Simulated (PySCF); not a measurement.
## B: electron affinity

B⁻ [He] 2s2 2p2 (3P) → B [He] 2s2 2p1 (2P), as a difference of total energies. Calculation: PySCF 2.14, in def2-QZVPPD (8s4p4d2f1g, 63 functions); no relativity, point nucleus. Correlated levels: valence and next inner shell: nothing frozen. The calculations carry no spin-orbit coupling.

| method | electron affinity (eV) |
| --- | --- |
| UHF | -0.373 |
| MP2 (valence and next inner shell) | 0.122 |
| SCS-MP2 (valence and next inner shell) | -0.013 |
| CCSD (valence and next inner shell) | 0.073 |
| CCSD(T) (valence and next inner shell) | 0.127 |

Errors of the correlated levels include the incompleteness of this basis.

A negative affinity means that the anion lies above the atom at that level of theory.

For comparison: 0.280 eV (measured; photodetachment measurements, as compiled on the Wikipedia data page of electron affinities).
